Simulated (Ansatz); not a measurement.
**Which is lower?**

Two relaxed structures of CH₄LiO (charge +1), closed shell (PBE0-D4/def2-TZVP; forces vanish, vibrations not checked).

A:

```
7
angstrom
Li 1.0007 -1.9773 0.4115
C -0.8209 0.2242 -0.2255
O 0.3258 -0.3030 0.4843
H -0.5112 1.0425 -0.8746
H -1.2285 -0.5832 -0.8312
H 0.6954 0.4015 1.0265
H -1.5753 0.5592 0.4856
```

B:

Li1  (1.567, -1.710, -1.174)
C2  (0.339, -0.180, -0.593)
O3  (0.909, 0.916, 0.368)
H4  (-0.626, -0.423, -0.139)
H5  (0.121, 0.443, -1.466)
H6  (0.286, 1.638, 0.557)
H7  (1.204, 0.536, 1.207)
(Å)

Computed with Ansatz 0.2.0 (basis: def2-TZVPP); correlated methods freeze the cores. The outer core shell of Li, Na, Mg and K is correlated. B3LYP uses VWN-RPA correlation.

**Question.** Which structure is lower at CCSD(T), and by how much? (An estimate is asked for; the value comes from the calculation.)

**Answer.** By the calculation: A, by 267.8 kJ/mol (electronic energy, against the other). By their contacts, A is CH₄LiO ([Li][OH][CH3]), total charge +1 and B is CH₄LiO ([Li][CH2][OH2]), total charge +1.

All methods give the same order:

```tsv
method	E(B) − E(A) (kJ/mol)
PBE-D4	260.6
r2SCAN-D4	269.6
PBE0-D4	266.5
B3LYP-D4	266.8
wB97M-V	260.9
HF	274.6
MP2	273.9
CCSD	269.6
CCSD(T)	267.8
```

T1 diagnostic: at most 0.010.

Labels in which every atom is bracketed show which atoms are joined, not bond orders.

For scale, one of the runs: CCSD(T)/def2-TZVPP, 137 basis functions, launched by `ansatz run in.yaml --threads 2 --pin off --events-out ev --progress --plain --max-ram 4352MiB`. The run took 11 s on 2 CPU threads of an Arm Neoverse V2 (shared host), with 0.79 GiB of host memory at its peak.
